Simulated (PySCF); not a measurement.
**Telling isomers of C4H8O apart by NMR**

Computed data (PySCF): couplings computed with B3LYP/pcJ-1 (spin–dipole term left out of most H,H and C,H couplings), NMR shieldings at PBE0/pcSseg-1/GIAO, GFN2-xTB geometry. Single conformer, non-relativistic, gas phase, averaged over atoms made equivalent by symmetry, fast rotation or ring inversion.

Scale: $^{1}$H (σref 31.72) and $^{13}$C (σref 186.93) vs TMS (reference shieldings calculated alike). Multiplet labels drop J under 1 Hz and among equivalent protons, and merge close values. Unscaled 3J(H,H) run several per cent high. Where no couplings were computed, multiplicities follow the n + 1 count of equivalent neighbours, and m marks all less simple cases (inequivalent or close neighbours, rings, F or P nearby). Shifts are as computed. Against solution values, carbons near 30 ppm lie about +3 ppm off and those near 130 ppm about +5 ppm. Of 1211 compounds with measured shifts, 218 miss one by over three times the rms of a fit or turn the order of signals round; such compounds aren't used in these exercises. OH and NH positions are gas-phase values without hydrogen bonding to other molecules.

(1) Tabulate the signals of `C/C=C\CO`, `C=C(C)OC`, `C=CCOC` and their relative energies.

(2) What is the quickest way to tell C/C=C\CO from C=CCOC?

(3) What is the quickest way to tell C=C(C)OC from C=CCOC?

(4) What is the quickest way to tell C/C=C\CO from C=C(C)OC?

Answers

(1) 
```tsv
SMILES	carbon types	δC	δH	E rel. (kcal/mol)
C/C=C\CO	2×CH 1×CH2 1×CH3	142.1, 132.1, 65.4, 16.7	5.81 (m, 1H), 5.75 (m, 1H), 4.70 (d, 2H), 1.69 (d, 3H), 0.26 (br s, 1H)	2.3
C=C(C)OC	1×C 1×CH2 2×CH3	169.7, 83.2, 55.9, 24.3	4.01 (dq, 1H), 3.74 (d, 1H), 3.69 (s, 3H), 1.88 (d, 3H)	0.0
C=CCOC	1×CH 2×CH2 1×CH3	147.3, 125.4, 79.0, 58.4	6.22 (ddt, 1H), 5.58 (dt, 1H), 5.52 (dt, 1H), 4.16 (dt, 2H), 3.39 (s, 3H)	11.2
```

Energies are electronic energies at PBE0/pcSseg-1 on these geometries, without zero-point or thermal terms, each for the one conformer computed, which needn't be the lowest.

(2) Both give the same number of carbon signals, but DEPT or the intensities differ. The first has an allylic methyl carbon (CH3) at 16.7 ppm, the second a terminal =CH2 carbon at 125.4 ppm. Their most deshielded carbons lie at 142.1 and 147.3 ppm. In the proton spectra the most deshielded non-exchanging signals are 5.81 (m, 1H) and 6.22 (ddt, J = 18.1, 11.7, 7.0 Hz, 1H).

(3) Both give the same number of carbon signals, but DEPT or the intensities differ. The first has an alkene carbon bearing oxygen (C) at 169.7 ppm, the second an alkene CH at 147.3 ppm. In the proton spectra the most deshielded non-exchanging signals are 4.01 (dq, J = 3.8, 1.0 Hz, 1H) and 6.22 (ddt, J = 18.1, 11.7, 7.0 Hz, 1H).

(4) Both give the same number of carbon signals, but DEPT or the intensities differ. The first has an alkene CH at 142.1 ppm, the second an alkene carbon bearing oxygen (C) at 169.7 ppm. In the proton spectra the most deshielded non-exchanging signals are 5.81 (m, 1H) and 4.01 (dq, J = 3.8, 1.0 Hz, 1H).
